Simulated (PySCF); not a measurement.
Species: C₆H₅ (charge +1).
SMILES: `C#Cc1c[c+]1C`

Jobs on this species (11 atoms, 40 electrons) with PySCF (density fitting). Hardware of each: an x86-64 server with one thread, shared host. The host was shared with other jobs, so the times are rough.

Question: Rank these jobs by wall time, shortest first.
A. CAM-B3LYP/def2-SVPD; 10 singlets by full TDDFT, 4 Tamm–Dancoff triplets, polarisability, ΔSCF ions; 160 basis functions
B. PBE0/pcSseg-1; shieldings, charges and field gradients; 127 basis functions
C. PBE0-D3(BJ)/def2-SVP, grid level 1; geometry optimisation from a GFN2-xTB start; 109 basis functions
D. B3LYP/pcJ-1; spin–spin couplings from 11 perturbed nuclei, spin–dipole term left out; 212 basis functions

Answer: B (7.7 s), D (14 s), C (25 s), A (54 s).

All jobs:

```tsv
level and settings	work	basis functions	SCF cycles	wall time
PBE0/pcSseg-1	shieldings, charges and field gradients	127	14	7.7 s
B3LYP/pcJ-1	spin–spin couplings from 11 perturbed nuclei, spin–dipole term left out	212	14	14 s
PBE0-D3(BJ)/def2-SVP, grid level 1	geometry optimisation from a GFN2-xTB start	109	56	25 s
wB97X-D/pcSseg-2	shieldings	286	14	33 s
CAM-B3LYP/def2-SVPD	10 singlets by full TDDFT, 4 Tamm–Dancoff triplets, polarisability, ΔSCF ions	160	13	54 s
```

Q: What do all jobs in the table cost together?

A: About 2.2 min; the longest takes about 40 % of that, and about 7 times as long as the shortest.
